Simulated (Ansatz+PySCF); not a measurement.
**doublet CH2N: levels of theory in one basis**

```xyz
4

C     0.0000    0.0000    0.0167
N     0.0000    0.0000   -1.2009
H     0.0000    0.9355    0.5921
H     0.0000   -0.9355    0.5921
```

Basis set: cc-pVTZ (spherical functions). Frozen core: 2 orbitals. Correlation on ROHF uses semicanonical orbitals with singles. Charge 0, multiplicity 2.

Computed with Ansatz (development build ahead of 0.2.0) and PySCF 2.14.0; each method stands on the lowest determinant of its kind that the runs found.

```json
{"method": "ROHF", "E − E(ROHF) (eV)": "0.00", "<S²> of the determinant": "0.75"}
{"method": "UHF", "E − E(ROHF) (eV)": "-0.25", "<S²> of the determinant": "0.89"}
{"method": "ROHF-MP2", "E − E(ROHF) (eV)": "-8.94", "<S²> of the determinant": "–"}
{"method": "ROHF-CCSD(T)", "E − E(ROHF) (eV)": "-9.96", "<S²> of the determinant": "–"}
```

Question: What does UHF-MP2 give on the same scale?

Answer: -8.73 eV.

Caution for UHF, UHF-MP2: the unrestricted determinant is spin contaminated. Caution for ROHF-MP2, UHF-MP2: forces differ strongly between restricted and unrestricted references.
